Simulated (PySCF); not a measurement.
Compound: CH6NP.
Z-matrix (Å and degrees, PBE0-D3(BJ)/def2-TZVP geometry), rows numbered from 1:
```
C 
N   1  1.4413
P   2  1.5447  1  124.64
H   1  1.0994  2  113.28  3   -63.28
H   1  1.0931  2  108.85  3   177.98
H   1  1.0998  2  113.40  3    59.21
H   3  1.4309  2  121.27  1    62.38
H   3  1.4021  2  109.92  1  -179.25
H   3  1.4307  2  121.09  1   -60.81
```

Method: PBE0-D3(BJ)/def2-TZVP geometry optimisation, gas phase in PySCF 2.14.0.

Masses are those of the commonest isotopes; rigid-rotor values at the optimised geometry. 

Q: What are A, B and C (MHz)?

A: Ia = 13.03, Ib = 89.88, Ic = 95.08 u·Å²; 505379 MHz·u·Å²/I gives A = 38778, B = 5623, C = 5315 MHz.

Q: What kind of rotor is it?

A: A near-prolate asymmetric top; Ray's κ = -0.982.

Q: Is it planar, by Δ = Ic − Ia − Ib?

A: Not planar: Δ = Ic − Ia − Ib = -7.83 u·Å². For a rigid frame Δ = −2 Σ m c², so Σ m c² = 3.92 u·Å² lies off the ab plane, practically all of it from hydrogen. The atom farthest from that plane is 1.08 Å away.

Q: Give the other two planar moments, Paa and Pbb, and the rms extents of the mass along the axes.

A: Paa = Σ m a² = (Ib + Ic − Ia)/2 = 85.96 and Pbb = Σ m b² = (Ia + Ic − Ib)/2 = 9.12 u·Å². With the mass M = 63.02 u, the rms extents √(P/M) along a, b and c are 1.17, 0.38, 0.25 Å.

Q: Which types of transition are allowed, and where do some lines up to J = 5 fall?

A: The dipole components are |μa| = 1.88 D, |μb| = 1.53 D, |μc| = 0.00 D; the mirror of this Cs structure is the ab plane, so μc vanishes by symmetry and there are no c-type lines. The squared components, which scale the intensities, stand as 1.00 : 0.66 (a : b). Some lines, for components of 0.1 D or more:

```
type  branch         J(Ka,Kc)     MHz  lower level (cm⁻¹)
   a       Q  5(1,4) ← 5(1,5)    4614               6.507
   a       R  3(1,2) ← 2(1,1)   33275               2.221
   b       R  1(1,1) ← 0(0,0)   44094               0.000
   a       R  5(3,3) ← 4(3,2)   54699              13.648
   b       R  5(1,5) ← 4(0,4)   85711               3.648
   b       Q  5(2,3) ← 5(1,4)   97703               6.660
   b       Q  4(2,2) ← 4(1,3)   98425               4.811
   b       R  2(2,1) ← 1(1,0)  121650               1.481
   b       R  5(2,4) ← 4(1,3)  153080               4.811
   b       R  3(3,1) ← 2(2,0)  199359               5.539
   b       Q  5(5,0) ← 5(4,1)  299777              23.250
   b       R  5(5,1) ← 4(4,0)  354473              21.426
```

Q: Estimate the classical rotational partition function at 10 K, 100 K and 200 K.

A: Point group Cs, symmetry number σ = 1; q = (√π/σ)·√((kT/h)³/(ABC)), k/h = 20836.6 MHz/K: 157 at 10 K, 4950 at 100 K, 14000 at 200 K.

No frequency check. These are rigid-rotor constants of the computed structure; measured ground-state constants (B0) also hold zero-point vibration. A rigid rotor knows nothing of internal rotation, which can split or shift real lines. Quadrupole hyperfine structure (14N) is left out.
